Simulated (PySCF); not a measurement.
# C4H6N: the cost of one run

Computed with PySCF 2.14.0 and routines of our own; the level stands in each step. Atoms count from 0.

## Step 1: The system as given

11 atoms, charge 0, multiplicity 2; geometry from: GFN2-xTB.

## Step 2: Open-shell or spin-flip excitations: unrestricted TDA PBE0/def2-SVPD

Job settings and geometry (Å):

```
{"job": {"kind": "uabs", "xc": "PBE0", "basis": "def2-SVPD", "nstates": 10, "tda": true}, "charge": 0, "multiplicity": 2}
C      1.853347    -0.679240    -0.938481
N      0.865252    -0.953046    -0.138167
C     -0.109561    -0.243172     0.265192
C     -0.686679     1.065856     0.599329
C     -1.389746    -0.241639     0.954637
H      2.682494    -1.363778    -0.946754
H      1.845800     0.145292    -1.641487
H     -1.097865     1.671913    -0.198297
H     -0.249783     1.649974     1.398378
H     -1.424496    -0.534866     1.996443
H     -2.283338    -0.514623     0.408173
```

With the program's defaults for keys left out, this is: unrestricted TDA PBE0/def2-SVPD, vertical, gas phase, core orbitals frozen in the response.

Started as:

```bash
> OMP_NUM_THREADS=1 python excited_run.py task.json out
```

One launch serves the whole session: the jobs run in the order shown.

Q: Estimate the wall time and peak memory of this first job on 1 thread of Intel Xeon Platinum 8259CL at 2.50GHz, shared host.

About 29 s, with a peak of 0.56 GiB.
